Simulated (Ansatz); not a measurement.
**H3NO (hydroxylamine): levels of theory compared**

We compute a comparison of 6 runs (UHF/STO-3G, BHLYP/STO-3G, RPA@PBE/STO-3G, UMP2/STO-3G, CCSDT/STO-3G, UCCSD(T)/STO-3G) of H3NO (hydroxylamine). 

The calculation is run with Ansatz 0.2.0.

51 further runs of the same task are left out: 1 that didn't finish, 50 set aside as unsound or not needed.

## (1) The molecule

H3NO: 5 atoms, total charge 0, spin state singlet. As SMILES, `NO`. The H4–N1 distance was set to 2.039 Å, away from the relaxed value. At this shape a bond of the SMILES string is far longer than usual.

Bond lengths: N1–O2 1.432 Å, N1–H3 1.020 Å, O2–H5 0.966 Å. Angles: N1–O2–H5 105.0°, O2–N1–H3 105.6°.

## (2) The energy at UHF/STO-3G (run 1)

File in.yaml:

```yaml
crystal:
  periodic: [false, false, false]
  atoms:
    - symbol: "N"
      position_ang: [0.798855, -0.618566, -0.171222]
    - symbol: O
      position_ang: [1.349495, 0.422124, 0.643458]
    - symbol: H
      position_ang: [0.815995, -1.458266, 0.406958]
    - symbol: H
      position_ang: [-1.156690, -0.114310, -0.454620]
    - symbol: H
      position_ang: [2.103405, 0.760504, 0.142228]
basis:
  gaussian:
    orbitals: STO-3G
magnetization:
  spin_polarized: true
  initial_magnetization: 0
hamiltonian:
  xc: hf
accuracy: high
```

Started as:

```sh
$ ansatz run in.yaml --threads 1 --pin off --max-ram 2610MiB --events-out events.jsonl --progress --plain --runs-dir runs
```

Log:

```text
Warning: RAYON_NUM_THREADS=1 ignored (pool sized by the plan → 1); use --threads N
Functional definition: HF
  name "HF"
  exchange = exact_x
  correlation = 0
208 factors; integrals over basis functions are off by at most 2.3e-8 eV
mean field evaluation 1: about -3509.4311 eV, gradient 9.2e0 eV
mean field evaluation 2: about -3509.5376 eV, gradient 9.2e0 eV
mean field evaluation 4: about -3510.3167 eV, gradient 1.4e0 eV
mean field evaluation 8: about -3510.3639 eV, gradient 1.1e-3 eV
mean field evaluation 16: about -3511.1260 eV, gradient 4.7e0 eV
mean field evaluation 32: about -3513.6292 eV, gradient 5.4e-1 eV
mean field -3513.77113851 eV, -129.1287076206 hartree, gradient 3.7e-8 eV, S^2 0.940301; 2 other end points of the search recorded, 0 dependent functions left out
reference -3513.77113851 eV, -129.1287076206 hartree; 9, 9 occupied and 4, 4 virtual orbitals, 208 factors
Total energy: -3513.77113851 eV, -129.1287076206 hartree
```

Wall time 0.12 s (1 thread of Arm Neoverse V1, shared host).

## (3) A single-point energy at BHLYP/STO-3G (run 2)

File in.yaml:

```yaml
crystal:
  periodic: [false, false, false]
  atoms:
    - {symbol: "N", position_ang: [0.798855, -0.618566, -0.171222]}
    - {symbol: O, position_ang: [1.349495, 0.422124, 0.643458]}
    - {symbol: H, position_ang: [0.815995, -1.458266, 0.406958]}
    - {symbol: H, position_ang: [-1.156690, -0.114310, -0.454620]}
    - {symbol: H, position_ang: [2.103405, 0.760504, 0.142228]}
basis:
  gaussian:
    orbitals: STO-3G
hamiltonian:
  xc: {name: BHLYP}
accuracy: high
```

Started as:

```sh
$ ansatz run in.yaml --threads 1 --pin off --max-ram 2610MiB --events-out events.jsonl --progress --plain --runs-dir runs
```

Log:

```text
Warning: RAYON_NUM_THREADS=1 ignored (pool sized by the plan → 1); use --threads N
Functional definition: BHLYP
  name "BHLYP"
  parameter a = 0.5
  exchange = (1 - a)*b88_x + a*exact_x
  correlation = lyp_c
208 factors; integrals over basis functions are off by at most 2.3e-8 eV
mean field evaluation 1: about -3527.5282 eV, gradient 1.0e1 eV
mean field evaluation 2: about -3527.2935 eV, gradient 1.3e1 eV
mean field evaluation 4: about -3528.0185 eV, gradient 7.6e-1 eV
mean field evaluation 8: about -3528.0468 eV, gradient 1.0e-2 eV
mean field evaluation 16: about -3528.0468 eV, gradient 2.0e-6 eV
mean field -3528.04679706 eV, -129.6533283960 hartree, gradient 2.1e-8 eV, S^2 0.000000; 0 other end points of the search recorded, 0 dependent functions left out
reference -3528.04681433 eV, -129.6533290307 hartree; 9, 9 occupied and 4, 4 virtual orbitals, 208 factors
Total energy: -3528.04681433 eV, -129.6533290307 hartree
```

Run time: 0.77 s. Hardware: 1 thread of Arm Neoverse V1, shared host.

Runs 3 to 5 aren't shown in full; the table further down has their settings and results.

## (4) A single-point energy at UCCSD(T)/STO-3G (run 6)

File job.yaml:

```yaml
crystal:
  periodic: [false, false, false]
  atoms:
    - {symbol: "N", position_ang: [0.798855, -0.618566, -0.171222]}
    - {symbol: O, position_ang: [1.349495, 0.422124, 0.643458]}
    - {symbol: H, position_ang: [0.815995, -1.458266, 0.406958]}
    - {symbol: H, position_ang: [-1.156690, -0.114310, -0.454620]}
    - {symbol: H, position_ang: [2.103405, 0.760504, 0.142228]}
basis:
  gaussian:
    orbitals: STO-3G
accuracy: high
magnetization:
  spin_polarized: true
correlation:
  method: ccsd_t
  frozen_orbitals: {H: 0, "N": 1, O: 1}
scf:
  omitted_lower_state_checks: [cluster_reference, increment]
```

Started as:

```sh
$ ansatz run job.yaml --threads 1 --pin off --max-ram 2610MiB --events-out events.jsonl --progress --plain --runs-dir runs
```

Log, cut to the lines that bear on the results:

```text
Warning: RAYON_NUM_THREADS=1 ignored (pool sized by the plan → 1); use --threads N
[... 2 set-up lines as earlier in the session ...]
[...]
208 factors; integrals over basis functions are off by at most 2.3e-8 eV
[...]
mean field -3513.77113851 eV, -129.1287076206 hartree, gradient 3.7e-8 eV, S^2 0.940301; 3 other end points of the search recorded, 0 dependent functions left out
2 core orbitals not correlated: weight in the atoms' cores, before any rotation towards them, 1.000 or more for the frozen orbitals, at most 0.000 for the correlated occupied ones
reference -3513.77113851 eV, -129.1287076206 hartree; 7, 7 occupied and 4, 4 virtual orbitals, 208 factors
second order -1.90299677 eV of doubles, -0.00000000 eV of singles
cycle   1  -2.35986693 eV  change   -4.6e-1 eV  update   6.2e-2
[...]
cycle  42  -2.91482844 eV  change   6.5e-10 eV  update  2.8e-10
perturbative correction -0.07729572 eV, -0.0028405653 hartree
Total energy: -3516.76326267 eV, -129.2386661554 hartree
Checks for a lower state left out: cluster_reference, increment
```

It took 0.26 s on 1 thread of Arm Neoverse V1, shared host.

## (5) The series

| run | level | frozen core orbitals | energy (Eh) | wall time |
| --- | --- | --- | --- | --- |
| 1 | UHF/STO-3G | – | -129.128708 | 0.12 s |
| 2 | BHLYP/STO-3G | – | -129.653329 | 0.77 s |
| 3 | RPA@PBE/STO-3G | 2 | -129.289132 | 1.1 s |
| 4 | UMP2/STO-3G | 2 | -129.198641 | 0.14 s |
| 5 | CCSDT/STO-3G | 2 | -129.241842 | 0.2 s |
| 6 | UCCSD(T)/STO-3G | 2 | -129.238666 | 0.26 s |

## (6) What came out

| quantity | value |
| --- | --- |
| run 6: total energy | -129.23867 Eh |
| run 6: correlation energy (2 core orbitals frozen) | -110.0 mEh |
| run 6: (T) correction | -2.84 mEh |
| run 6: ⟨S²⟩ of the reference determinant | 0.940 |
| run 6: T1 diagnostic | 0.049 |

Below the UHF energy at the same shape and in the same basis (STO-3G): UMP2 -69.9 mEh; CCSDT -113.1 mEh; UCCSD(T) -110.0 mEh. Some of these start from another determinant than that one, so these aren't their correlation energies. In runs 3, 5 the log says that unrestricted orbitals would lower the reference, so the values rest on an unstable closed-shell determinant (other closed-shell runs at this shape may share the fault). In runs 1, 2, 3, 4, 5, 6 the basis is minimal, so the values are rough. In runs 2, 3 a closed-shell determinant meets a far-stretched bond, which it describes badly. Spin contamination of the reference: run 1 ⟨S²⟩ = 0.94, run 4 ⟨S²⟩ = 0.94, run 6 ⟨S²⟩ = 0.94. Where it is this large, the reference is a mixture of spin states, and values that rest on it are in doubt. All runs together took 2.6 s, the longest 1.1 s.
